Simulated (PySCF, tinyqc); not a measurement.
Worked calculation (part 1 of 2): RHF in the sto-3g basis, for OH-, spin multiplicity 1. The basis has no diffuse functions, so it cannot describe the extra electron: this is an exercise in the method, not the real anion. The lowest restricted solution is unstable here: a spin-polarised one lies 0.0052 hartree lower (PySCF). Computed by tinyqc, a small Python program that keeps every step (integrals from PySCF). Settings: charge = -1, multiplicity = 1, basis = sto-3g, energy threshold = 1e-08, iteration cap = 64, orthogonalisation = canonical, start = core, DIIS depth = 0, method = RHF. Command: `OMP_NUM_THREADS=1 python tinyqc.py 20482 20483 out.jsonl` (the two numbers bound the seeds that draw the settings). One thread of a shared host (Intel(R) Xeon(R) Processor @ 2.60GHz), about 0.06 s of CPU time with the checks. Later iterations appear only in the table of the cycle.

## One-electron integrals

Geometry (angstrom):
```
atom       x       y       z
O     0.0000  0.0000  0.0000
H     0.0000  0.0000  1.6040
```

Basis sto-3g: exponents (1/bohr^2) and contraction coefficients of normalised primitives:
```
element  l (shell)  exponent  coefficient
O            s (1)  130.7093       0.1543
O            s (1)   23.8089       0.5353
O            s (1)    6.4436       0.4446
O            s (2)    5.0332      -0.1000
O            s (2)    1.1696       0.3995
O            s (2)    0.3804       0.7001
O            p (3)    5.0332       0.1559
O            p (3)    1.1696       0.6077
O            p (3)    0.3804       0.3920
H            s (1)    3.4253       0.1543
H            s (1)    0.6239       0.5353
H            s (1)    0.1689       0.4446
```

Overlap, kinetic and nuclear-attraction integrals over the contracted functions; the nuclear repulsion is the sum of Za Zb / Rab.

nuclear repulsion = 2.639288 hartree

overlap S, order 1O 1s, 1O 2s, 1O 2px, 1O 2py, 1O 2pz, 2H 1s:
$$\begin{pmatrix}
1.0000 & 0.2367 & 0.0000 & 0.0000 & 0.0000 & 0.0122 \\
0.2367 & 1.0000 & 0.0000 & 0.0000 & 0.0000 & 0.1645 \\
0.0000 & 0.0000 & 1.0000 & 0.0000 & 0.0000 & 0.0000 \\
0.0000 & 0.0000 & 0.0000 & 1.0000 & 0.0000 & 0.0000 \\
0.0000 & 0.0000 & 0.0000 & 0.0000 & 1.0000 & 0.1674 \\
0.0122 & 0.1645 & 0.0000 & 0.0000 & 0.1674 & 1.0000
\end{pmatrix}$$

kinetic energy T (hartree), order 1O 1s, 1O 2s, 1O 2px, 1O 2py, 1O 2pz, 2H 1s:
$$\begin{pmatrix}
29.0032 & -0.1680 & 0.0000 & 0.0000 & 0.0000 & -0.0034 \\
-0.1680 & 0.8081 & 0.0000 & 0.0000 & 0.0000 & -0.0131 \\
0.0000 & 0.0000 & 2.5287 & 0.0000 & 0.0000 & 0.0000 \\
0.0000 & 0.0000 & 0.0000 & 2.5287 & 0.0000 & 0.0000 \\
0.0000 & 0.0000 & 0.0000 & 0.0000 & 2.5287 & 0.0189 \\
-0.0034 & -0.0131 & 0.0000 & 0.0000 & 0.0189 & 0.7600
\end{pmatrix}$$

nuclear attraction V (hartree), order 1O 1s, 1O 2s, 1O 2px, 1O 2py, 1O 2pz, 2H 1s:
$$\begin{pmatrix}
-60.9484 & -7.2612 & 0.0000 & 0.0000 & -0.0055 & -0.3844 \\
-7.2612 & -9.3818 & 0.0000 & 0.0000 & -0.0697 & -1.0444 \\
0.0000 & 0.0000 & -9.2987 & 0.0000 & 0.0000 & 0.0000 \\
0.0000 & 0.0000 & 0.0000 & -9.2987 & 0.0000 & 0.0000 \\
-0.0055 & -0.0697 & 0.0000 & 0.0000 & -9.3305 & -0.9039 \\
-0.3844 & -1.0444 & 0.0000 & 0.0000 & -0.9039 & -3.8591
\end{pmatrix}$$

core Hamiltonian H = T + V (hartree), order 1O 1s, 1O 2s, 1O 2px, 1O 2py, 1O 2pz, 2H 1s:
$$\begin{pmatrix}
-31.9452 & -7.4292 & 0.0000 & 0.0000 & -0.0055 & -0.3879 \\
-7.4292 & -8.5737 & 0.0000 & 0.0000 & -0.0697 & -1.0575 \\
0.0000 & 0.0000 & -6.7700 & 0.0000 & 0.0000 & 0.0000 \\
0.0000 & 0.0000 & 0.0000 & -6.7700 & 0.0000 & 0.0000 \\
-0.0055 & -0.0697 & 0.0000 & 0.0000 & -6.8018 & -0.8851 \\
-0.3879 & -1.0575 & 0.0000 & 0.0000 & -0.8851 & -3.0991
\end{pmatrix}$$

## Two-electron integrals

Functions are numbered as in S; the eight-fold symmetry (ij|kl) = (ji|kl) = (kl|ij) leaves the list below.

Two-electron integrals (ij|kl) in chemists' order, unique and non-zero (hartree):
```
(11|11) 4.7851     (21|11) 0.7414     (21|21) 0.1369     (22|11) 1.1189
(22|21) 0.2566     (22|22) 0.8172     (31|31) 0.0245     (32|31) 0.0378
(32|32) 0.1805     (33|11) 1.1158     (33|21) 0.2567     (33|22) 0.8170
(33|33) 0.8802     (41|41) 0.0245     (42|41) 0.0378     (42|42) 0.1805
(43|43) 0.0474     (44|11) 1.1158     (44|21) 0.2567     (44|22) 0.8170
(44|33) 0.7853     (44|44) 0.8802     (51|51) 0.0245     (52|51) 0.0378
(52|52) 0.1805     (53|53) 0.0474     (54|54) 0.0474     (55|11) 1.1158
(55|21) 0.2567     (55|22) 0.8170     (55|33) 0.7853     (55|44) 0.7853
(55|55) 0.8802     (61|11) 0.0388     (61|21) 0.0071     (61|22) 0.0133
(61|33) 0.0132     (61|44) 0.0132     (61|51) 2.97e-04   (61|52) 0.0006
(61|55) 0.0133     (61|61) 3.73e-04   (62|11) 0.1185     (62|21) 0.0276
(62|22) 0.1008     (62|33) 0.0991     (62|44) 0.0991     (62|51) 0.0020
(62|52) 0.0172     (62|55) 0.1042     (62|61) 0.0015     (62|62) 0.0173
(63|31) 0.0026     (63|32) 0.0161     (63|53) 0.0034     (63|63) 0.0022
(64|41) 0.0026     (64|42) 0.0161     (64|54) 0.0034     (64|64) 0.0022
(65|11) 0.0978     (65|21) 0.0231     (65|22) 0.0900     (65|33) 0.0864
(65|44) 0.0864     (65|51) 0.0039     (65|52) 0.0296     (65|55) 0.0972
(65|61) 0.0013     (65|62) 0.0188     (65|65) 0.0224     (66|11) 0.3290
(66|21) 0.0779     (66|22) 0.3272     (66|33) 0.3180     (66|44) 0.3180
(66|51) 0.0054     (66|52) 0.0661     (66|55) 0.3454     (66|61) 0.0041
(66|62) 0.0797     (66|65) 0.1003     (66|66) 0.7746
```

## Orthogonalisation

S = U s U^T; canonical form X = U s^(-1/2), so that X^T S X = 1. Each column of U has its largest component positive (the first on a tie).

eigenvalues of S: [0.6987, 0.8649, 1.0000, 1.0000, 1.1229, 1.3136]

X, order 1O 1s, 1O 2s, 1O 2px, 1O 2py, 1O 2pz, 2H 1s:
$$\begin{pmatrix}
-0.5962 & 0.5467 & 0.0000 & 0.0000 & -0.4578 & 0.4430 \\
0.7894 & -0.2835 & 0.0000 & 0.0000 & -0.2616 & 0.5643 \\
0.0000 & 0.0000 & 0.0947 & 0.9955 & 0.0000 & 0.0000 \\
0.0000 & 0.0000 & 0.9955 & -0.0947 & 0.0000 & 0.0000 \\
0.3267 & 0.6858 & 0.0000 & 0.0000 & 0.6308 & 0.2338 \\
-0.5882 & -0.5538 & 0.0000 & 0.0000 & 0.4632 & 0.4381
\end{pmatrix}$$

Within a degenerate level the vectors are fixed only up to a rotation; this is one choice.

## Starting guess

The start is the orbitals of the core Hamiltonian; D = 2 C_occ C_occ^T.

D at the start, order 1O 1s, 1O 2s, 1O 2px, 1O 2py, 1O 2pz, 2H 1s:
$$\begin{pmatrix}
2.1199 & -0.5079 & 0.0000 & 0.0000 & -0.0068 & 0.0275 \\
-0.5079 & 2.1513 & 0.0000 & 0.0000 & 0.0361 & -0.1136 \\
0.0000 & 0.0000 & 2.0000 & 0.0000 & 0.0000 & 0.0000 \\
0.0000 & 0.0000 & 0.0000 & 2.0000 & 0.0000 & 0.0000 \\
-0.0068 & 0.0361 & 0.0000 & 0.0000 & 2.0389 & -0.1473 \\
0.0275 & -0.1136 & 0.0000 & 0.0000 & -0.1473 & 0.0164
\end{pmatrix}$$

## Iteration 1: building the Fock matrix

J_ij = sum D_kl (ij|kl), K_ij = sum D_kl (ik|jl); F = H + J - 0.5 K; E = tr D H + tr D J / 2 - 0.25 tr D K + E_nn.

Coulomb J (hartree), order 1O 1s, 1O 2s, 1O 2px, 1O 2py, 1O 2pz, 2H 1s:
$$\begin{pmatrix}
18.4880 & 3.5234 & 0.0000 & 0.0000 & 0.0009 & 0.1831 \\
3.5234 & 8.7600 & 0.0000 & 0.0000 & 0.0010 & 1.0422 \\
0.0000 & 0.0000 & 8.7522 & 0.0000 & 0.0000 & 0.0000 \\
0.0000 & 0.0000 & 0.0000 & 8.7522 & 0.0000 & 0.0000 \\
0.0009 & 0.0010 & 0.0000 & 0.0000 & 8.7520 & 0.9141 \\
0.1831 & 1.0422 & 0.0000 & 0.0000 & 0.9141 & 3.2682
\end{pmatrix}$$

exchange K (hartree), order 1O 1s, 1O 2s, 1O 2px, 1O 2py, 1O 2pz, 2H 1s:
$$\begin{pmatrix}
9.8335 & 1.7127 & 0.0000 & 0.0000 & 0.0003 & 0.0955 \\
1.7127 & 2.8515 & 0.0000 & 0.0000 & 0.0032 & 0.2916 \\
0.0000 & 0.0000 & 2.3493 & 0.0000 & 0.0000 & 0.0000 \\
0.0000 & 0.0000 & 0.0000 & 2.3493 & 0.0000 & 0.0000 \\
0.0003 & 0.0032 & 0.0000 & 0.0000 & 2.3514 & 0.1906 \\
0.0955 & 0.2916 & 0.0000 & 0.0000 & 0.1906 & 0.0575
\end{pmatrix}$$

Fock matrix F (hartree), order 1O 1s, 1O 2s, 1O 2px, 1O 2py, 1O 2pz, 2H 1s:
$$\begin{pmatrix}
-18.3739 & -4.7621 & 0.0000 & 0.0000 & -0.0048 & -0.2526 \\
-4.7621 & -1.2394 & 0.0000 & 0.0000 & -0.0703 & -0.1612 \\
0.0000 & 0.0000 & 0.8076 & 0.0000 & 0.0000 & 0.0000 \\
0.0000 & 0.0000 & 0.0000 & 0.8076 & 0.0000 & 0.0000 \\
-0.0048 & -0.0703 & 0.0000 & 0.0000 & 0.7745 & -0.0663 \\
-0.2526 & -0.1612 & 0.0000 & 0.0000 & -0.0663 & 0.1403
\end{pmatrix}$$

total energy of this density = -72.897059 hartree

## Iteration 1: diagonalisation and new density

Diagonalise F' = X^T F X, C = X C', fill 5 alpha and 5 beta electrons from the bottom; D = 2 C_occ C_occ^T. Each column has its largest component positive (the first on a tie).

F' = X^T F X (hartree):
$$\begin{pmatrix}
-2.7257 & 3.6752 & 0.0000 & 0.0000 & -3.7532 & 4.3636 \\
3.6752 & -3.5320 & 0.0000 & 0.0000 & 4.7662 & -4.9971 \\
0.0000 & 0.0000 & 0.8076 & 0.0000 & 0.0000 & 0.0000 \\
0.0000 & 0.0000 & 0.0000 & 0.8076 & 0.0000 & 0.0000 \\
-3.7532 & 4.7662 & 0.0000 & 0.0000 & -4.6048 & 5.7624 \\
4.3636 & -4.9971 & 0.0000 & 0.0000 & 5.7624 & -6.5231
\end{pmatrix}$$

orbital energies (hartree): MO1 -18.3838, MO2 -0.0565, MO3 0.2187, MO4 0.8076, MO5 0.8076, MO6 0.8359

coefficients C, order 1O 1s, 1O 2s, 1O 2px, 1O 2py, 1O 2pz, 2H 1s:
$$\begin{pmatrix}
0.9940 & -0.2293 & 0.1396 & 0.0000 & 0.0000 & 0.0039 \\
0.0242 & 0.8633 & -0.5870 & 0.0000 & 0.0000 & -0.0004 \\
0.0000 & 0.0000 & 0.0000 & 0.8455 & 0.5339 & 0.0000 \\
0.0000 & 0.0000 & 0.0000 & -0.5339 & 0.8455 & 0.0000 \\
0.0007 & 0.0991 & 0.0935 & 0.0000 & 0.0000 & 1.0055 \\
-0.0024 & 0.4013 & 0.8991 & 0.0000 & 0.0000 & -0.2994
\end{pmatrix}$$

D after iteration 1, order 1O 1s, 1O 2s, 1O 2px, 1O 2py, 1O 2pz, 2H 1s:
$$\begin{pmatrix}
2.1204 & -0.5118 & 0.0000 & 0.0000 & -0.0179 & 0.0623 \\
-0.5118 & 2.1808 & 0.0000 & 0.0000 & 0.0614 & -0.3629 \\
0.0000 & 0.0000 & 2.0000 & 0.0000 & 0.0000 & 0.0000 \\
0.0000 & 0.0000 & 0.0000 & 2.0000 & 0.0000 & 0.0000 \\
-0.0179 & 0.0614 & 0.0000 & 0.0000 & 0.0371 & 0.2477 \\
0.0623 & -0.3629 & 0.0000 & 0.0000 & 0.2477 & 1.9390
\end{pmatrix}$$

Within a degenerate level the vectors are fixed only up to a rotation; this is one choice.

## Iteration 2: building the Fock matrix

As before.

Coulomb J (hartree), order 1O 1s, 1O 2s, 1O 2px, 1O 2py, 1O 2pz, 2H 1s:
$$\begin{pmatrix}
16.9374 & 3.1711 & 0.0000 & 0.0000 & 0.0148 & 0.1650 \\
3.1711 & 7.7979 & 0.0000 & 0.0000 & 0.1512 & 0.9967 \\
0.0000 & 0.0000 & 7.8340 & 0.0000 & 0.0000 & 0.0000 \\
0.0000 & 0.0000 & 0.0000 & 7.8340 & 0.0000 & 0.0000 \\
0.0148 & 0.1512 & 0.0000 & 0.0000 & 7.7026 & 0.9247 \\
0.1650 & 0.9967 & 0.0000 & 0.0000 & 0.9247 & 4.1183
\end{pmatrix}$$

exchange K (hartree), order 1O 1s, 1O 2s, 1O 2px, 1O 2py, 1O 2pz, 2H 1s:
$$\begin{pmatrix}
9.7852 & 1.6381 & 0.0000 & 0.0000 & 0.0019 & 0.0898 \\
1.6381 & 2.5107 & 0.0000 & 0.0000 & 0.0882 & 0.3412 \\
0.0000 & 0.0000 & 2.2584 & 0.0000 & 0.0000 & 0.0000 \\
0.0000 & 0.0000 & 0.0000 & 2.2584 & 0.0000 & 0.0000 \\
0.0019 & 0.0882 & 0.0000 & 0.0000 & 0.7000 & 0.3169 \\
0.0898 & 0.3412 & 0.0000 & 0.0000 & 0.3169 & 1.5431
\end{pmatrix}$$

Fock matrix F (hartree), order 1O 1s, 1O 2s, 1O 2px, 1O 2py, 1O 2pz, 2H 1s:
$$\begin{pmatrix}
-19.9003 & -5.0772 & 0.0000 & 0.0000 & 0.0083 & -0.2677 \\
-5.0772 & -2.0311 & 0.0000 & 0.0000 & 0.0374 & -0.2315 \\
0.0000 & 0.0000 & -0.0652 & 0.0000 & 0.0000 & 0.0000 \\
0.0000 & 0.0000 & 0.0000 & -0.0652 & 0.0000 & 0.0000 \\
0.0083 & 0.0374 & 0.0000 & 0.0000 & 0.5508 & -0.1188 \\
-0.2677 & -0.2315 & 0.0000 & 0.0000 & -0.1188 & 0.2477
\end{pmatrix}$$

total energy of this density = -73.864240 hartree

## Iteration 2: diagonalisation and new density

As before.

F' = X^T F X (hartree):
$$\begin{pmatrix}
-3.3267 & 4.2404 & 0.0000 & 0.0000 & -4.0043 & 4.4115 \\
4.2404 & -4.0316 & 0.0000 & 0.0000 & 4.9243 & -5.2978 \\
0.0000 & 0.0000 & -0.0652 & 0.0000 & 0.0000 & 0.0000 \\
0.0000 & 0.0000 & 0.0000 & -0.0652 & 0.0000 & 0.0000 \\
-4.0043 & 4.9243 & 0.0000 & 0.0000 & -5.1707 & 6.2990 \\
4.4115 & -5.2978 & 0.0000 & 0.0000 & 6.2990 & -7.2442
\end{pmatrix}$$

orbital energies (hartree): MO1 -19.9079, MO2 -0.7816, MO3 -0.0652, MO4 -0.0652, MO5 0.2149, MO6 0.7014

coefficients C, order 1O 1s, 1O 2s, 1O 2px, 1O 2py, 1O 2pz, 2H 1s:
$$\begin{pmatrix}
0.9949 & -0.2620 & 0.0000 & 0.0000 & 0.0307 & -0.0266 \\
0.0206 & 1.0219 & 0.0000 & 0.0000 & -0.1649 & 0.1362 \\
0.0000 & 0.0000 & 0.9958 & -0.0919 & 0.0000 & 0.0000 \\
0.0000 & 0.0000 & 0.0919 & 0.9958 & 0.0000 & 0.0000 \\
-0.0001 & -0.0273 & 0.0000 & 0.0000 & 0.4119 & 0.9269 \\
-0.0019 & 0.0367 & 0.0000 & 0.0000 & 0.8558 & -0.5705
\end{pmatrix}$$

D after iteration 2, order 1O 1s, 1O 2s, 1O 2px, 1O 2py, 1O 2pz, 2H 1s:
$$\begin{pmatrix}
2.1190 & -0.5045 & 0.0000 & 0.0000 & 0.0394 & 0.0295 \\
-0.5045 & 2.1437 & 0.0000 & 0.0000 & -0.1918 & -0.2073 \\
0.0000 & 0.0000 & 2.0000 & 0.0000 & 0.0000 & 0.0000 \\
0.0000 & 0.0000 & 0.0000 & 2.0000 & 0.0000 & 0.0000 \\
0.0394 & -0.1918 & 0.0000 & 0.0000 & 0.3409 & 0.7031 \\
0.0295 & -0.2073 & 0.0000 & 0.0000 & 0.7031 & 1.4674
\end{pmatrix}$$

Within a degenerate level the vectors are fixed only up to a rotation; this is one choice.

## Iteration 3: building the Fock matrix

As before.

Coulomb J (hartree), order 1O 1s, 1O 2s, 1O 2px, 1O 2py, 1O 2pz, 2H 1s:
$$\begin{pmatrix}
17.2072 & 3.2329 & 0.0000 & 0.0000 & 0.0000 & 0.1680 \\
3.2329 & 7.9762 & 0.0000 & 0.0000 & 0.0652 & 1.0012 \\
0.0000 & 0.0000 & 8.0031 & 0.0000 & 0.0000 & 0.0000 \\
0.0000 & 0.0000 & 0.0000 & 8.0031 & 0.0000 & 0.0000 \\
0.0000 & 0.0652 & 0.0000 & 0.0000 & 7.8990 & 0.9155 \\
0.1680 & 1.0012 & 0.0000 & 0.0000 & 0.9155 & 3.9295
\end{pmatrix}$$

exchange K (hartree), order 1O 1s, 1O 2s, 1O 2px, 1O 2py, 1O 2pz, 2H 1s:
$$\begin{pmatrix}
9.7914 & 1.6509 & 0.0000 & 0.0000 & 0.0004 & 0.0927 \\
1.6509 & 2.5758 & 0.0000 & 0.0000 & -0.0795 & 0.3730 \\
0.0000 & 0.0000 & 2.2735 & 0.0000 & 0.0000 & 0.0000 \\
0.0000 & 0.0000 & 0.0000 & 2.2735 & 0.0000 & 0.0000 \\
0.0004 & -0.0795 & 0.0000 & 0.0000 & 1.0481 & 0.4461 \\
0.0927 & 0.3730 & 0.0000 & 0.0000 & 0.4461 & 1.2905
\end{pmatrix}$$

Fock matrix F (hartree), order 1O 1s, 1O 2s, 1O 2px, 1O 2py, 1O 2pz, 2H 1s:
$$\begin{pmatrix}
-19.6337 & -5.0217 & 0.0000 & 0.0000 & -0.0057 & -0.2662 \\
-5.0217 & -1.8854 & 0.0000 & 0.0000 & 0.0353 & -0.2429 \\
0.0000 & 0.0000 & 0.0964 & 0.0000 & 0.0000 & 0.0000 \\
0.0000 & 0.0000 & 0.0000 & 0.0964 & 0.0000 & 0.0000 \\
-0.0057 & 0.0353 & 0.0000 & 0.0000 & 0.5732 & -0.1927 \\
-0.2662 & -0.2429 & 0.0000 & 0.0000 & -0.1927 & 0.1852
\end{pmatrix}$$

total energy of this density = -73.985153 hartree

## Iteration 3: diagonalisation and new density

As before.

F' = X^T F X (hartree):
$$\begin{pmatrix}
-3.1681 & 4.1873 & 0.0000 & 0.0000 & -3.9345 & 4.4223 \\
4.1873 & -3.9240 & 0.0000 & 0.0000 & 4.8966 & -5.2420 \\
0.0000 & 0.0000 & 0.0964 & 0.0000 & 0.0000 & 0.0000 \\
0.0000 & 0.0000 & 0.0000 & 0.0964 & 0.0000 & 0.0000 \\
-3.9345 & 4.8966 & 0.0000 & 0.0000 & -5.1283 & 6.1602 \\
4.4223 & -5.2420 & 0.0000 & 0.0000 & 6.1602 & -7.1522
\end{pmatrix}$$

orbital energies (hartree): MO1 -19.6416, MO2 -0.6436, MO3 0.0964, MO4 0.0964, MO5 0.1291, MO6 0.7834

coefficients C, order 1O 1s, 1O 2s, 1O 2px, 1O 2py, 1O 2pz, 2H 1s:
$$\begin{pmatrix}
0.9948 & -0.2604 & 0.0000 & 0.0000 & 0.0414 & -0.0321 \\
0.0212 & 1.0113 & 0.0000 & 0.0000 & -0.2073 & 0.1557 \\
0.0000 & 0.0000 & 0.9183 & 0.3959 & 0.0000 & 0.0000 \\
0.0000 & 0.0000 & -0.3959 & 0.9183 & 0.0000 & 0.0000 \\
0.0005 & -0.0247 & 0.0000 & 0.0000 & 0.4250 & 0.9211 \\
-0.0020 & 0.0834 & 0.0000 & 0.0000 & 0.8457 & -0.5805
\end{pmatrix}$$

D after iteration 3, order 1O 1s, 1O 2s, 1O 2px, 1O 2py, 1O 2pz, 2H 1s:
$$\begin{pmatrix}
2.1183 & -0.5018 & 0.0000 & 0.0000 & 0.0492 & 0.0226 \\
-0.5018 & 2.1323 & 0.0000 & 0.0000 & -0.2261 & -0.1819 \\
0.0000 & 0.0000 & 2.0000 & 0.0000 & 0.0000 & 0.0000 \\
0.0000 & 0.0000 & 0.0000 & 2.0000 & 0.0000 & 0.0000 \\
0.0492 & -0.2261 & 0.0000 & 0.0000 & 0.3625 & 0.7148 \\
0.0226 & -0.1819 & 0.0000 & 0.0000 & 0.7148 & 1.4444
\end{pmatrix}$$

Within a degenerate level the vectors are fixed only up to a rotation; this is one choice.

## Iteration 4: building the Fock matrix

As before.

Coulomb J (hartree), order 1O 1s, 1O 2s, 1O 2px, 1O 2py, 1O 2pz, 2H 1s:
$$\begin{pmatrix}
17.2198 & 3.2358 & 0.0000 & 0.0000 & -0.0020 & 0.1681 \\
3.2358 & 7.9847 & 0.0000 & 0.0000 & 0.0536 & 1.0007 \\
0.0000 & 0.0000 & 8.0110 & 0.0000 & 0.0000 & 0.0000 \\
0.0000 & 0.0000 & 0.0000 & 8.0110 & 0.0000 & 0.0000 \\
-0.0020 & 0.0536 & 0.0000 & 0.0000 & 7.9089 & 0.9138 \\
0.1681 & 1.0007 & 0.0000 & 0.0000 & 0.9138 & 3.9176
\end{pmatrix}$$

exchange K (hartree), order 1O 1s, 1O 2s, 1O 2px, 1O 2py, 1O 2pz, 2H 1s:
$$\begin{pmatrix}
9.7912 & 1.6519 & 0.0000 & 0.0000 & 0.0015 & 0.0926 \\
1.6519 & 2.5765 & 0.0000 & 0.0000 & -0.1072 & 0.3765 \\
0.0000 & 0.0000 & 2.2735 & 0.0000 & 0.0000 & 0.0000 \\
0.0000 & 0.0000 & 0.0000 & 2.2735 & 0.0000 & 0.0000 \\
0.0015 & -0.1072 & 0.0000 & 0.0000 & 1.0685 & 0.4477 \\
0.0926 & 0.3765 & 0.0000 & 0.0000 & 0.4477 & 1.2781
\end{pmatrix}$$

Fock matrix F (hartree), order 1O 1s, 1O 2s, 1O 2px, 1O 2py, 1O 2pz, 2H 1s:
$$\begin{pmatrix}
-19.6210 & -5.0193 & 0.0000 & 0.0000 & -0.0083 & -0.2660 \\
-5.0193 & -1.8772 & 0.0000 & 0.0000 & 0.0375 & -0.2451 \\
0.0000 & 0.0000 & 0.1043 & 0.0000 & 0.0000 & 0.0000 \\
0.0000 & 0.0000 & 0.0000 & 0.1043 & 0.0000 & 0.0000 \\
-0.0083 & 0.0375 & 0.0000 & 0.0000 & 0.5729 & -0.1951 \\
-0.2660 & -0.2451 & 0.0000 & 0.0000 & -0.1951 & 0.1795
\end{pmatrix}$$

total energy of this density = -73.986352 hartree

## Iteration 4: diagonalisation and new density

As before.

F' = X^T F X (hartree):
$$\begin{pmatrix}
-3.1574 & 4.1845 & 0.0000 & 0.0000 & -3.9301 & 4.4248 \\
4.1845 & -3.9240 & 0.0000 & 0.0000 & 4.8946 & -5.2383 \\
0.0000 & 0.0000 & 0.1043 & 0.0000 & 0.0000 & 0.0000 \\
0.0000 & 0.0000 & 0.0000 & 0.1043 & 0.0000 & 0.0000 \\
-3.9301 & 4.8946 & 0.0000 & 0.0000 & -5.1260 & 6.1532 \\
4.4248 & -5.2383 & 0.0000 & 0.0000 & 6.1532 & -7.1484
\end{pmatrix}$$

orbital energies (hartree): MO1 -19.6289, MO2 -0.6361, MO3 0.1043, MO4 0.1043, MO5 0.1238, MO6 0.7852

coefficients C, order 1O 1s, 1O 2s, 1O 2px, 1O 2py, 1O 2pz, 2H 1s:
$$\begin{pmatrix}
0.9948 & -0.2602 & 0.0000 & 0.0000 & 0.0423 & -0.0332 \\
0.0212 & 1.0100 & 0.0000 & 0.0000 & -0.2109 & 0.1594 \\
0.0000 & 0.0000 & 0.9748 & 0.2232 & 0.0000 & 0.0000 \\
0.0000 & 0.0000 & -0.2232 & 0.9748 & 0.0000 & 0.0000 \\
0.0007 & -0.0266 & 0.0000 & 0.0000 & 0.4249 & 0.9211 \\
-0.0020 & 0.0886 & 0.0000 & 0.0000 & 0.8456 & -0.5799
\end{pmatrix}$$

D after iteration 4, order 1O 1s, 1O 2s, 1O 2px, 1O 2py, 1O 2pz, 2H 1s:
$$\begin{pmatrix}
2.1182 & -0.5012 & 0.0000 & 0.0000 & 0.0511 & 0.0214 \\
-0.5012 & 2.1300 & 0.0000 & 0.0000 & -0.2330 & -0.1778 \\
0.0000 & 0.0000 & 2.0000 & 0.0000 & 0.0000 & 0.0000 \\
0.0000 & 0.0000 & 0.0000 & 2.0000 & 0.0000 & 0.0000 \\
0.0511 & -0.2330 & 0.0000 & 0.0000 & 0.3624 & 0.7138 \\
0.0214 & -0.1778 & 0.0000 & 0.0000 & 0.7138 & 1.4457
\end{pmatrix}$$

Within a degenerate level the vectors are fixed only up to a rotation; this is one choice.

## Iteration 8 (converged): orbitals

converged F (hartree), order 1O 1s, 1O 2s, 1O 2px, 1O 2py, 1O 2pz, 2H 1s:
$$\begin{pmatrix}
-19.6224 & -5.0197 & 0.0000 & 0.0000 & -0.0089 & -0.2660 \\
-5.0197 & -1.8775 & 0.0000 & 0.0000 & 0.0385 & -0.2457 \\
0.0000 & 0.0000 & 0.1036 & 0.0000 & 0.0000 & 0.0000 \\
0.0000 & 0.0000 & 0.0000 & 0.1036 & 0.0000 & 0.0000 \\
-0.0089 & 0.0385 & 0.0000 & 0.0000 & 0.5722 & -0.1951 \\
-0.2660 & -0.2457 & 0.0000 & 0.0000 & -0.1951 & 0.1785
\end{pmatrix}$$

As before.

F' = X^T F X (hartree):
$$\begin{pmatrix}
-3.1569 & 4.1851 & 0.0000 & 0.0000 & -3.9298 & 4.4256 \\
4.1851 & -3.9261 & 0.0000 & 0.0000 & 4.8945 & -5.2382 \\
0.0000 & 0.0000 & 0.1036 & 0.0000 & 0.0000 & 0.0000 \\
0.0000 & 0.0000 & 0.0000 & 0.1036 & 0.0000 & 0.0000 \\
-3.9298 & 4.8945 & 0.0000 & 0.0000 & -5.1267 & 6.1535 \\
4.4256 & -5.2382 & 0.0000 & 0.0000 & 6.1535 & -7.1494
\end{pmatrix}$$

orbital energies (hartree): MO1 -19.6304, MO2 -0.6366, MO3 0.1036, MO4 0.1036, MO5 0.1230, MO6 0.7847

coefficients C, order 1O 1s, 1O 2s, 1O 2px, 1O 2py, 1O 2pz, 2H 1s:
$$\begin{pmatrix}
0.9948 & -0.2602 & 0.0000 & 0.0000 & 0.0423 & -0.0335 \\
0.0212 & 1.0098 & 0.0000 & 0.0000 & -0.2109 & 0.1605 \\
0.0000 & 0.0000 & 0.0446 & 0.9990 & 0.0000 & 0.0000 \\
0.0000 & 0.0000 & 0.9990 & -0.0446 & 0.0000 & 0.0000 \\
0.0007 & -0.0276 & 0.0000 & 0.0000 & 0.4250 & 0.9210 \\
-0.0020 & 0.0892 & 0.0000 & 0.0000 & 0.8455 & -0.5799
\end{pmatrix}$$

D after iteration 8, order 1O 1s, 1O 2s, 1O 2px, 1O 2py, 1O 2pz, 2H 1s:
$$\begin{pmatrix}
2.1182 & -0.5010 & 0.0000 & 0.0000 & 0.0517 & 0.0211 \\
-0.5010 & 2.1293 & 0.0000 & 0.0000 & -0.2349 & -0.1766 \\
0.0000 & 0.0000 & 2.0000 & 0.0000 & 0.0000 & 0.0000 \\
0.0000 & 0.0000 & 0.0000 & 2.0000 & 0.0000 & 0.0000 \\
0.0517 & -0.2349 & 0.0000 & 0.0000 & 0.3627 & 0.7137 \\
0.0211 & -0.1766 & 0.0000 & 0.0000 & 0.7137 & 1.4457
\end{pmatrix}$$

Within a degenerate level the vectors are fixed only up to a rotation; this is one choice.
